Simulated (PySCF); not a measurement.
Isomers of C4H7ClO, one conformer each; single-point electronic energies without zero-point terms and without any empirical dispersion term.

Computed with PySCF at B3LYP/def2-SVPD, non-relativistic, each on one gas-phase PBE0-D3(BJ)/def2-SVP geometry that isn't relaxed in the solvent. The solvent is an IEF-PCM continuum (cavity from Bondi-type radii × 1.2). The model holds no explicit solvent molecules, cavitation or dispersion.

```
        isomer  relative energy, gas (kcal/mol)  dipole (D)
`CO/C(C)=C/Cl`                              0.0        1.95
`CO/C(C)=C\Cl`                              3.2        1.10
```

Question: How do the relative energies look in methanol (ε = 32.61)?

Answer: 
| isomer | relative energy, solvent (kcal/mol) | E(solvent) − E(gas) (kcal/mol) | dipole in solvent (D) |
| --- | --- | --- | --- |
| `CO/C(C)=C/Cl` | 0.0 | -3.4 | 2.47 |
| `CO/C(C)=C\Cl` | 3.6 | -3.0 | 1.41 |

The order is unchanged. Conformers: `[CH3:1][O:2]/[C:3]([CH3:4])=[CH:5]/[Cl:6]` with C1–O2–C3–C4 180°; `[CH3:1][O:2]/[C:3]([CH3:4])=[CH:5]\[Cl:6]` with C1–O2–C3–C4 -178°. `CO/C(C)=C/Cl` gains most from the continuum, and it has the largest gas-phase dipole. The gains span 0.4 kcal/mol, the gas-phase energies 3.2 kcal/mol.
